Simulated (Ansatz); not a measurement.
# Worked example: CH3FO + C2HF2N → CH4O + C2F3N

Species: CH3FO `OCF`, singlet; C2HF2N `N#CC(F)F`, singlet; CH4O `CO`, singlet; C2F3N (cyanotrifluoromethane) `N#CC(F)(F)F`, singlet. The partners trade F for H; both sit on C, so the bond types are kept.

Shapes, held fixed at every level: PBE0-D4/def2-TZVP. Flexible molecules stand in one conformer, not always the lowest. Programs: Ansatz 0.2.0. The zero-point and thermal change to 298 K, harmonic and unscaled (PBE0-D4/def2-TZVP), is -4.4 kJ/mol.

At CCSD(T)/CBS estimate; 1 Eh = 2625.50 kJ/mol:

```
species  energy (Eh)
  CH3FO  -214.812543
 C2HF2N  -330.945848
   CH4O  -115.617125
  C2F3N  -430.140128
```

Work out ΔH(298 K) of the reaction at this level.


1. Products less reactants: (-115.617125) + (-430.140128) − [(-214.812543) + (-330.945848)] = 0.001138 Eh = +3.0 kJ/mol.
2. With the thermal change: +3.0 + (-4.4) = -1.4 kJ/mol.

Other levels give -12.3 (CCSD/def2-SVP) to +2.3 kJ/mol (B3LYP-D4/def2-TZVPP). No measured value is set beside it here. The CBS estimate extrapolates MP2 from def2-TZVPP and def2-QZVPP and adds CCSD(T) − MP2 in the triple-zeta set, cores frozen.
